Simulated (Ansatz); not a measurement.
Energy needed to pull apart CH$_{3}$B (SMILES B=C), closed shell, into free ground-state atoms, from the structure below (at a frame of a short PBE0-D4/def2-SVP trajectory); no zero-point or spin–orbit terms; open-shell atoms are treated unrestricted, in their ground-state multiplicity.

```
atom    x (Å)    y (Å)    z (Å)
  B1   0.1150  -0.8143   0.1957
  C2  -0.0610   0.5385  -0.0994
  H3   0.1416  -2.0266   0.3315
  H4  -0.7137   0.5288  -0.9975
  H5   0.3516   1.5395   0.2736
```

Ansatz 0.2.0; basis: def2-TZVPP; cores frozen in the correlated methods.

```
   method  atomization energy (kcal/mol)
   PBE-D4                          434.6
r2SCAN-D4                          428.2
  PBE0-D4                              ?
  wB97M-V                              ?
       HF                          322.8
      MP2                          418.4
     CCSD                          407.5
  CCSD(T)                          413.3
```

Question: What does PBE0-D4 give? (An estimate is asked for; the value comes from the calculation.)

Answer: The calculation gives: 427.2 kcal/mol, which is about 13.9 kcal/mol more than CCSD(T)/def2-TZVPP.

Question: What does wB97M-V give? (An estimate is asked for; the value comes from the calculation.)

Answer: The calculation gives: 427.2 kcal/mol, which is about 13.9 kcal/mol more than CCSD(T)/def2-TZVPP.

In triple zeta the MP2 and coupled-cluster atomization energies are still short of their basis limit by a few kcal/mol a bond, whereas those of the functionals are nearly converged, so these differences are not deviations from converged CCSD(T).

T1 diagnostic: at most 0.015.

For scale, one of the runs: CCSD(T)/def2-TZVPP forces, 104 basis functions, launched by `ansatz run in.yaml --threads 2 --pin off --events-out ev --progress --plain --max-ram 3481MiB`. The run took about 7 s on 2 CPU threads of an AMD EPYC 7R43 (shared host).
